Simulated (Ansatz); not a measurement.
A made-up structure of Si2NH6 (charge -1), singlet:

```csv
atom,x (Å),y (Å),z (Å)
N1,-0.2217,-1.2660,1.4447
Si2,0.3064,0.5132,0.0131
Si3,-1.0259,0.7817,-1.1251
H4,-2.0706,-0.1726,-1.0058
H5,-0.6934,0.9572,-2.4944
H6,0.5167,1.8171,0.7533
H7,1.5328,0.4864,-0.8811
H8,0.2374,-1.9668,0.8629
H9,0.5781,-1.1026,2.0564
```

It is relaxed with PBE-D4/def2-SVPD and then PBE0-D4/def2-TZVPD (Ansatz 0.2.0). Atoms count as bonded within 1.22 times the sum of their covalent radii (H–H: 0.88 Å). The end point is not checked to be a true minimum.

Does its bonding change? (A judgement: the text doesn't fix the answer.)

By the calculation: Yes. Formed: N1–Si2; broken: none.

Where it ends: The first stage lowers the energy by 5.66 eV in 19 steps. It ends as Si₂NH₆ ([NH2][SiH2][SiH2]), total charge -1:
```
atom    x (Å)    y (Å)    z (Å)
  N1   0.2168  -0.9601   1.0199
 Si2   0.3334   0.6080   0.1994
 Si3  -1.1611   0.9738  -1.5648
  H4  -2.3438   0.3975  -0.7687
  H5  -0.7682  -0.3714  -2.2064
  H6   0.2523   1.6249   1.3151
  H7   1.7788   0.7758  -0.2366
  H8  -0.2080  -1.6646   0.4329
  H9   1.0597  -1.3364   1.4331
```

Labels in which every atom is bracketed show which atoms are joined, not bond orders.

For scale, one of the runs: PBE0-D4/def2-TZVPD relaxation, 177 basis functions, launched by `ansatz run in.yaml --threads 2 --pin off --events-out ev --progress --plain --max-ram 4352MiB`. The run took about 47 s on 2 CPU threads of an Intel Xeon Platinum 8488C (shared host).
